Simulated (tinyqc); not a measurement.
Extended Hueckel theory, for SiH4, step by step. One step of it, computed by the program tinyqc.

Problem. Wolfsberg-Helmholz matrix. H_ij = K' S_ij (H_ii + H_jj)/2 for i != j (the diagonal keeps H_ii), with K' = 2.

overlap S:
```
           1Si 3s    1Si 3px    1Si 3py    1Si 3pz     2H 1s      3H 1s      4H 1s      5H 1s
1Si 3s   1.000000   0.000000   0.000000   0.000000  0.391214   0.391214   0.391214   0.391214
1Si 3px  0.000000   1.000000   0.000000   0.000000  0.289190   0.289190  -0.289190  -0.289190
1Si 3py  0.000000   0.000000   1.000000   0.000000  0.289190  -0.289190   0.289190  -0.289190
1Si 3pz  0.000000   0.000000   0.000000   1.000000  0.289190  -0.289190  -0.289190   0.289190
2H 1s    0.391214   0.289190   0.289190   0.289190  1.000000   0.040475   0.040475   0.040475
3H 1s    0.391214   0.289190  -0.289190  -0.289190  0.040475   1.000000   0.040475   0.040475
4H 1s    0.391214  -0.289190   0.289190  -0.289190  0.040475   0.040475   1.000000   0.040475
5H 1s    0.391214  -0.289190  -0.289190   0.289190  0.040475   0.040475   0.040475   1.000000
```

diagonal H_ii (eV): 1Si 3s -17.300000, 1Si 3px -9.200000, 1Si 3py -9.200000, 1Si 3pz -9.200000, 2H 1s -13.600000, 3H 1s -13.600000, 4H 1s -13.600000, 5H 1s -13.600000

K = 2.000000

Give: H.

Solution.

H (eV):
```
           1Si 3s  1Si 3px  1Si 3py  1Si 3pz     2H 1s     3H 1s     4H 1s     5H 1s
1Si 3s   -17.3000   0.0000   0.0000   0.0000  -12.0885  -12.0885  -12.0885  -12.0885
1Si 3px    0.0000  -9.2000   0.0000   0.0000   -6.5935   -6.5935    6.5935    6.5935
1Si 3py    0.0000   0.0000  -9.2000   0.0000   -6.5935    6.5935   -6.5935    6.5935
1Si 3pz    0.0000   0.0000   0.0000  -9.2000   -6.5935    6.5935    6.5935   -6.5935
2H 1s    -12.0885  -6.5935  -6.5935  -6.5935  -13.6000   -1.1009   -1.1009   -1.1009
3H 1s    -12.0885  -6.5935   6.5935   6.5935   -1.1009  -13.6000   -1.1009   -1.1009
4H 1s    -12.0885   6.5935  -6.5935   6.5935   -1.1009   -1.1009  -13.6000   -1.1009
5H 1s    -12.0885   6.5935   6.5935  -6.5935   -1.1009   -1.1009   -1.1009  -13.6000
```
